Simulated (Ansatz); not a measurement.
Seven cases of ionisation energy with Al to Br (electronic energies, eV); geometries: B3LYP-D3(BJ)/def2-TZVP. The cases were drawn at random from those of this class that have a high level and all functionals, leaving out states under which another spin lies or may lie. Left out are anions, K, Ca, elements past Kr, ionisation of Li, Na and Mg, pi-pi* triplets of linear molecules and other triplets made from a closed-shell parent. Runs that doubt their state, and full CI more than 15 mEh from coupled cluster, are set aside; a case stays where another high level and all functionals remain. AFQMC serves as high level only in triple zeta or larger, with a steady walk, a bar under 0.8 kcal/mol and agreement with other high levels or trials where they ran; where none ran, an unstable determinant or (outside 3d species) a high T1 diagnostic also bars it, so strongly correlated cases are thinned. No case was kept or dropped by the size of a functional's miss. High levels with a bar over 0.5 kcal/mol are left out too, and the seventh case lies inside the range of the six. Affinities count positive where energy is released, gaps as the second state minus the first. PBE is by Ansatz (an electronic-structure program) in def2-TZVPD. High levels (Ansatz): P = CCSD(T)/CBS(aug-cc-pV(T+d)Z,aug-cc-pV(Q+d)Z) + [CCSDT(Q) - CCSD(T)]/aug-cc-pV(Q+d)Z + [FCI - CCSDT(Q)]/aug-cc-pV(D+d)Z + core + X2C; Q = CCSD(T)/CBS(aug-cc-pV(T+d)Z,aug-cc-pV(Q+d)Z) + [FCI - CCSD(T)]/aug-cc-pV(Q+d)Z + core + X2C; R = CCSD(T)/CBS(aug-cc-pVTZ,aug-cc-pVQZ) + [CCSDT(Q) - CCSD(T)]/aug-cc-pVQZ + [CCSDTQ - CCSDT(Q)]/aug-cc-pVTZ; S = CCSD(T)/CBS(cc-pV(Q+d)Z,cc-pV(5+d)Z) + [CCSDT(Q) - CCSD(T)]/cc-pV(5+d)Z + [FCI - CCSDT(Q)]/cc-pV(D+d)Z + core + X2C; T = CCSD(T)/CBS(cc-pV(Q+d)Z,cc-pV(5+d)Z) + [CCSDT(Q) - CCSD(T)]/cc-pV(T+d)Z + core + X2C; U = CCSD(T)/CBS(cc-pV(T+d)Z,cc-pV(Q+d)Z) + [CCSDT(Q) - CCSD(T)]/cc-pV(T+d)Z + core + X2C. Open shells are spin-unrestricted; no spin-orbit coupling. Cores are frozen in correlated methods (noble-gas shells, and filled d and f shells in the p block). Rows without X2C or -DK are non-relativistic. CBS(X,Y): correlation extrapolated as X^-3, Hartree-Fock from the larger set (Q,5: extrapolated as (X+1)exp(-9√X)). A bracket is a step between two methods taken in the basis named. The functionals are non-relativistic, so their misses hold any scalar relativity. '+ core + X2C': CCSD(T) terms for core correlation (cc-pwCVTZ, 1s frozen past Ne) and scalar relativity (cc-pVTZ-DK). Full CI freezes restricted core orbitals, also for open shells; the composite that ends in it estimates full CI at the basis-set limit. The T1 diagnostic of O2Si (O=[Si]=O, singlet) reaches 0.027 in the sets run. The restricted determinant of CH4Si (C=[SiH2], singlet) is unstable towards broken spin symmetry in at least one set run. The UHF reference of O2Si+ (parent SMILES O=[Si]=O, doublet) is spin-contaminated (<S^2> up to 0.40 over the pure value in the sets run). The determinant of O2Si+ (parent SMILES O=[Si]=O, doublet) is a saddle point of the SCF energy; a lower one exists, which strains HF and MP2. The spin of O2Si+ (parent SMILES O=[Si]=O, doublet) was assumed, and the state is the lowest solution found for it. The spin of CH4Si+ (parent SMILES C=[SiH2], doublet) was assumed, and the state is the lowest solution found for it.

```
case                                                                                     PBE  level  high level
-------------------------------------------------------------------------------------  -----  -----  ----------
HCl (SMILES Cl) → HCl+ (parent SMILES Cl, doublet)                                     12.69      S       12.80
SiO2 (SMILES O=[Si]=O) → SiO2+ (parent SMILES O=[Si]=O, doublet)                       12.19      T       12.66
Si (triplet) to Si+ (doublet)                                                           8.19      Q        8.15
HOCl (SMILES OCl) → HOCl+ (parent SMILES OCl, doublet)                                 10.76      T       11.13
Se (triplet) to Se+ (quartet)                                                           9.68      R        9.62
Cl (doublet) to Cl+ (triplet)                                                          12.98      P       12.99
CH4Si (methylidenesilane, SMILES C=[SiH2]) → CH4Si+ (parent SMILES [SiH2]=C, doublet)   8.74      U    withheld
```

Question: Fit a straight line from PBE to the high level over the first six rows by least squares, predict the seventh, and compare with the calculation.

Answer: Means: PBE 11.082, high level 11.225. Sxx = 17.8487, Sxy = 18.6463, slope 1.0447, intercept -0.352 eV; residual standard deviation 0.23 eV. Seventh row: 1.0447·(8.74) -0.352 = 8.78 eV. The calculation gave 8.86 eV: the line differs from it by -0.08, PBE itself by -0.12.
